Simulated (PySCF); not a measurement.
## Substituent effects on chemical shifts

Parent skeleton `[BH3:1]`; one hydrogen on atom 1 is replaced by X. Hydrogens on one atom are averaged.

PySCF calculation with shielding tensors at PBE0/pcSseg-1 (GIAO) and PBE0-D3(BJ)/def2-SVP structure; non-relativistic Hamiltonian, one averaged value for each set of equivalent atoms, a single conformation, no solvent.

Referencing at the same level of theory: BF3·OEt2 for $^{11}$B (100.73 ppm); $^{1}$H (31.27 ppm) vs TMS.

Parent (X = H): B1 94.3, H(B1) 8.28 ppm. Effects are Δδ = δ(X) − δ(H), positive for deshielding.

(1) Order these by the shift of B1, most shielded first.
A. X = SCH3
B. X = Br
C. X = NHSiH3
D. X = nPr
E. X = CF=CF2
F. X = CH2CF3

(2) Order these by the shift of H(B1), most shielded first.
A. X = iPr
B. X = nPr
C. X = CH2OCH3
D. X = NHSiH3
E. X = SCH3

Results:

(1) C (-49.2 ppm), E (-31.0 ppm), A (-26.4 ppm), B (-9.6 ppm), F (-5.7 ppm), D (-2.2 ppm).

(2) D (-3.11 ppm), E (-1.39 ppm), A (-0.90 ppm), C (-0.66 ppm), B (-0.49 ppm).

Spin–orbit coupling is absent, so the carbon bonded to Br is computed too deshielded.
